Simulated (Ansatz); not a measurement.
hcp Ru was calculated with PBE in Ansatz (PAW).

Numerical settings: plane-wave cutoff 520 eV, 30×30×16 k mesh (along the axes of the cell as run), Fermi–Dirac smearing 0.059 eV (set by the program), no spin polarisation, scalar-relativistic PAW data made under PBE.

Computed at the level's own relaxed cell.

Predict the polycrystal shear modulus (Hill average), elastic constant C11, elastic constant C66, Young modulus, elastic constant C12, elastic constant C13, elastic constant C33 and elastic constant C44.


polycrystal shear modulus (Hill average): 197 GPa
elastic constant C11: 567 GPa
elastic constant C66: 193 GPa
Young modulus: 488 GPa
elastic constant C12: 181 GPa
elastic constant C13: 168 GPa
elastic constant C33: 641 GPa
elastic constant C44: 188 GPa

Measured, for comparison: elastic constant C11 563 GPa, elastic constant C12 188 GPa, elastic constant C13 168 GPa, elastic constant C33 624 GPa, elastic constant C44 181 GPa (temperature not stated, not corrected to a static lattice; as tabulated in Mehl and Papaconstantopoulos (1996), arXiv:mtrl-th/9602003). Computed (rounded) less measured: elastic constant C11 +0.7 %, elastic constant C12 -4 %, elastic constant C13 0.0 %, elastic constant C33 +3 %, elastic constant C44 +4 %. A static lattice is as a rule a little smaller and stiffer than an uncorrected measurement, which narrows the difference in the elastic constant C33, elastic constant C44 and would widen misses of the other sign.

Elastic constants are with the ions relaxed.

Ansatz is a quantum-chemistry and plane-wave program.
